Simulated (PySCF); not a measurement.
SMILES FC(F)F (CHF₃) at its B3LYP/def2-SVP optimised geometry (Å):

```
5

F     -0.8815    -0.9299    -1.1160
C     -0.4536    -0.3349     0.0000
F     -0.8807     0.9299     0.0000
F      0.8815    -0.3349     0.0000
H     -0.8357    -0.8675     0.8878
```

Computed with B3LYP/def2-TZVP (PySCF). Cells within 0.4 Å of a nucleus heavier than hydrogen are left out (blank, or x).

Map of the HOMO−1 amplitude (bohr^(-3/2)), clipped to [-0.25, 0.25] on the plane z = 0.0 Å; orbital energy -11.64 eV, overall sign arbitrary:

```
|555555555555555555555555555|
|555555555555555555555555555|
|555555555555555555555555555|
|555555555555555555555555555|
|555555555554555555555555555|
|555555555544445555555555555|
|555555655433444555555555555|
|555556666422344555555555555|
|55556678xxx0234555555555555|
|55556679xxx0244555555555555|
|55556679xxx1345566665555555|
|555556788754455677766555555|
|555556667655556789876555555|
|55555556655x5568xx976555555|
|5555555555xxx556xxx65555555|
|5555555555xxx543xxx45555555|
|55555555555x54420x034555555|
|555555555555544321234455555|
|555555555555554433344555555|
|555555555555555444444555555|
|555555555555555544445555555|
|555555555555555555555555555|
|555555555555555555555555555|
|555555555555555555555555555|
|555555555555555555555555555|
|555555555555555555555555555|
|555555555555555555555555555|
```
Scale: ten equal steps from -0.250 (start of '0') to 0.211 (end of '9'), in the order '0123456789'; x runs from -3.00 to 3.00, y from -3.00 (bottom) to 3.00 (top).
